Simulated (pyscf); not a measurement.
H₃Si–SiH₃ (SMILES [SiH3][SiH3]) + CH₃• (SMILES [CH3]) -> •H₂Si–SiH₃ (SMILES [SiH2][SiH3]) + CH₄ (SMILES C) (hydrogen abstraction; doublet surface; H–Si broken, C–H formed). Optimised with ωB97X-D3(BJ)/def2-SVP in PySCF. Energies in kcal/mol from the separated reactants.

```tsv
level	barrier	reaction energy
ωB97X-D3(BJ)/def2-TZVP	…	-19.0
r²SCAN/def2-TZVP	…	…
B3LYP-D3(BJ)/def2-TZVP	4.0	-19.0
PBE0-D3(BJ)/def2-TZVP	3.1	-20.5
M06-2X/def2-TZVP	6.7	-21.2
HF/def2-TZVP	18.7	-11.8
```

**Question.** Complete the blanks.

**Answer.** 
- ωB97X-D3(BJ)/def2-TZVP, barrier: 5.8
- r²SCAN/def2-TZVP, barrier: 4.2
- r²SCAN/def2-TZVP, reaction energy: -18.9

The functionals in the table span 3.6 kcal/mol in this barrier, from PBE0-D3(BJ) to M06-2X. This is the saddle that the search found; another between the same sides may lie lower. The angle at the transferred H is 179°.
